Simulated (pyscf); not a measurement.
## Routes from cyclic H₅O₃Si₃ (SMILES O1[SiH]O[SiH2]O[SiH2]1) [doublet] + F–CH₂–F

Candidate steps break at most two bonds and form at most two. Each was searched with GFN2-xTB (tblite) first. Optimised with ωB97X-D3(BJ)/def2-SVP in PySCF. Energies: ωB97M-D3(BJ)/def2-TZVP, eV, from the separated reactants, doublet surface; ΔG‡ with ideal gas, 1 atm, RRHO with modes under 100 cm⁻¹ raised to 100, one conformer, R ln 2 for chiral ones without a mode under 150 cm⁻¹.

```csv
products,type,ΔE‡,ΔE,ΔG‡ 298 K,ΔG‡ 900 K,ν‡ (cm⁻¹)
cyclic H₆O₃Si₃ (SMILES O1[SiH2]O[SiH2]O[SiH2]1) + F–CH•–F,hydrogen abstraction,0.77,+0.32,1.16,2.14,1413i
cyclic H₅FO₃Si₃ (SMILES F[SiH]1O[SiH2]O[SiH2]O1) + •H₂C–F,atom transfer,1.07,-1.85,1.55,2.53,1138i
```

Row 2: On the product side the descent ends in a complex (not fully relaxed), 0.19 eV under the separated species and 3.17 eV under the saddle at ωB97X-D3(BJ)/def2-TZVP. 

Plain bond fissions and candidates not yet searched are not listed, and one of them may be faster. Each barrier is that of the saddle found; lower ones may exist.
